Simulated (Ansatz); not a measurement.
`COC(=N)Cl`, charge 0, multiplicity 1.

Problem. Give a relaxed structure at PBE0-D4/def2-TZVP (Ansatz). (Best estimate.)

Solution. Ansatz gave: 
Z-matrix (Å, degrees):
```
C
O 1 1.418
H 1 1.094 2 111.0
H 1 1.087 2 105.8 3 -118.7
H 1 1.094 2 111.0 3 122.5
C 2 1.337 1 116.1 3 -61.2
Cl 6 1.725 2 108.7 1 180.0
N 6 1.252 2 131.2 1 -0.0
H 8 1.016 6 112.7 2 0.0
```
Point group Cs.
This is one stationary point; other conformers may exist.
